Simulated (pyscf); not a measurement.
**Four-centre exchange: C₃H₆ (SMILES C1CC1) + H₂O (SMILES O) → C₃H₆ (SMILES C1CC1) + H₂O (SMILES O)**

Gas phase, singlet surface, charge 0. Bonds broken: C1–H4, O10–H11. Bonds formed: C1–H11, H4–O10. Optimised with ωB97X-D3(BJ)/def2-SVP in PySCF. MP2 and CC: frozen core, UHF for open shells. ΔMP2 is the change of the MP2 total energy from the triple- to the quadruple-zeta basis.

Transition state (Å):

```xyz
12

C     -0.5977    -0.2316     0.4920
C      0.2293     0.8022    -0.2671
C     -0.8023     0.0282    -0.9982
H     -1.8772    -0.0335     1.0107
H     -0.0825    -1.1633     0.7521
H      0.0381     1.8598    -0.0553
H      1.2822     0.5619    -0.4431
H     -1.7222     0.5397    -1.3015
H     -0.4744    -0.7551    -1.6883
O     -2.3571     0.7625     1.9066
H     -1.1465     0.5203     1.5323
H     -2.5409     0.2500     2.7082
```

One imaginary mode, 2701i cm⁻¹; descent along it reached the two sides named.

```json
[
 {"bond": "C1–H4", "change": "breaks", "reactant side (Å)": "1.093", "saddle": "1.395", "product side": "3.1"},
 {"bond": "O10–H11", "change": "breaks", "reactant side (Å)": "0.965", "saddle": "1.290", "product side": "2.550"},
 {"bond": "C1–H11", "change": "forms", "reactant side (Å)": "3.4", "saddle": "1.396", "product side": "1.093"},
 {"bond": "H4–O10", "change": "forms", "reactant side (Å)": "2.597", "saddle": "1.291", "product side": "0.965"}
]
```

Electronic energies relative to the separated reactants (kJ/mol):

| level | barrier | reaction energy | reverse barrier |
|---|---|---|---|
| ωB97X-D3(BJ)/def2-TZVP | 309.3 | 0.0 | 309.3 |
| PBE/def2-TZVP | 258.9 | 0.0 | 258.9 |
| r²SCAN/def2-TZVP | 279.1 | 0.0 | 279.1 |
| B3LYP-D3(BJ)/def2-TZVP | 297.9 | 0.0 | 297.9 |
| PBE0-D3(BJ)/def2-TZVP | 285.8 | 0.0 | 285.8 |
| M06-2X/def2-TZVP | 304.4 | 0.0 | 304.4 |
| ωB97M-D3(BJ)/def2-TZVP | 303.7 | 0.0 | 303.7 |
| HF/def2-TZVP | 414.7 | 0.0 | 414.7 |
| MP2/def2-QZVPP | 302.3 | 0.0 | 302.3 |
| CCSD/def2-TZVPP | 335.9 | 0.0 | 335.9 |
| CCSD(T)/def2-TZVPP | 317.3 | 0.0 | 317.3 |
| CCSD(T)/def2-TZVPP + ΔMP2(QZVPP) | 317.2 | 0.0 | 317.2 |

With CCSD(T)/def2-TZVPP + ΔMP2(QZVPP) energies and thermal terms (ideal gas, 1 atm, RRHO with modes under 100 cm⁻¹ raised to 100, one conformer, R ln 2 for rigid chiral ones), in kJ/mol:

| T (K) | ΔH‡ | ΔG‡ | ΔH | ΔG |
|---|---|---|---|---|
| 298 | 301.3 | 338.0 | 0.0 | 0.0 |
| 600 | 303.0 | 374.8 | 0.0 | 0.0 |
| 900 | 306.8 | 409.9 | 0.0 | 0.0 |
| 1200 | 311.2 | 443.5 | 0.0 | 0.0 |

cyclopropane lies 27.5 kJ/mol over its isomer H₂C=CH–CH₃, and others may lie lower still (electronic energy, ωB97M-D3(BJ)). One saddle was located; it need not be the lowest between these sides. The CCSD(T) − MP2 part came from Ansatz, without density fitting, on the same reference.
